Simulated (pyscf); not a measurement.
Thermochemistry of product channels of HO–As(OH)–OH + SiH₂ [singlet] on the singlet surface, in kcal/mol, from ωB97M-D3(BJ)/def2-TZVP energies (ideal gas, 1 atm, RRHO with modes under 100 cm⁻¹ raised to 100, one conformer, R ln 2 for chiral ones without a mode under 150 cm⁻¹). Single points on ωB97X-D3(BJ)/def2-SVP structures (PySCF, gas phase).

```json
[
 {"products": "HO–As(OH)–O–SiH₃", "ΔE": "-77.7", "ΔH(298 K)": "-75.8", "ΔG(298 K)": "-64.4", "ΔG(900 K)": "-41.6"},
 {"products": "HO–SiH₂–As(OH)–OH", "ΔE": "?", "ΔH(298 K)": "-63.0", "ΔG(298 K)": "-50.9", "ΔG(900 K)": "?"}
]
```

Problem. What belongs in the gaps?

Solution. 
- HO–SiH₂–As(OH)–OH, ΔE: -66.7
- HO–SiH₂–As(OH)–OH, ΔG(900 K): -27.0

These are energies of the channels, which say nothing of barriers. Elements up to Kr have no core potential and no relativistic terms here.
